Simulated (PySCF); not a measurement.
# Vertical excitation energies

Compound: 1,1-difluoroethane, C₂H₄F₂.
SMILES with atom numbers: `[CH3:1][CH:2]([F:3])[F:4]` (hydrogens: H5, H6, H7 on C1; H8 on C2)

Method used: TDDFT wB97X-D/def2-SVPD, vertical, gas phase, core orbitals frozen in the response in PySCF 2.14.0, density-fitted response routines. Isolated species at its GFN2-xTB geometry, gas phase.

Q: List the vertical singlet excitations with oscillator strengths and describe the spectrum.

A: 

```tsv
state	E (eV)	ν̃ (cm⁻¹)	f	|μ| (D)	symmetry	main configurations (H = HOMO, L = LUMO)
S1	9.67	78020	0.019	0.71	A′	H→L (86%), H→L+1 (11%)
S2	10.59	85440	0.117	1.70	A′	H→L+1 (82%), H→L (11%)
S3	10.66	85940	0.0002	0.07	–	H→L+2 (70%), H→L+4 (14%)
S4	11.12	89710	0.024	0.75	A″	H-1→L (88%)
S5	11.18	90160	0.029	0.83	A′	H-2→L (58%), H→L+3 (29%)
S6	11.28	91000	0.147	1.85	A′	H→L+3 (55%), H-2→L (32%)
S7	11.61	93630	0.0081	0.43	A″	H→L+4 (49%), H-3→L (29%), H→L+2 (8%)
S8	11.69	94290	0.140	1.78	A″	H-3→L (28%), H-1→L+1 (26%), H→L+4 (21%)
```

Triplets, Tamm–Dancoff:

| state | E (eV) | λ (nm) | main configurations (H = HOMO, L = LUMO) |
| --- | --- | --- | --- |
| T1 | 9.41 | 131.7 | H→L (80%), H→L+1 (14%) |
| T2 | 10.22 | 121.3 | H→L+2 (57%), H→L+4 (21%) |
| T3 | 10.35 | 119.8 | H→L+1 (71%), H→L (15%) |

The lowest singlet comes at 128 nm (933 kJ/mol) in the vacuum ultraviolet; it is weak; its leading configuration is HOMO→LUMO (86%). The most intense listed level is S6 at 11.28 eV (110 nm, f = 0.147), 1.61 eV above S1. Löwdin shares by element: HOMO fluorine 46%, carbon 38% (atoms not listed hold the other 16%); LUMO carbon 53%, hydrogen 22% or more (atoms not listed hold the other 25%). Of the 8 states listed, 6 reach f = 0.01 and 1 stays under 0.0005. Weighted by f, the mean energy of these states is 11.16 eV. The oscillator strengths of these states sum to 0.483; summed over the whole spectrum of an exact calculation they would give the number of electrons, 34 (Thomas–Reiche–Kuhn). Symmetry labels in Cs follow from the direction of the transition dipole and are given only for states with f of 0.002 or more. The window holds the lowest 8 singlets.

On one thread, x86-64 server, no GPU, shared host, this took 6.5 s.
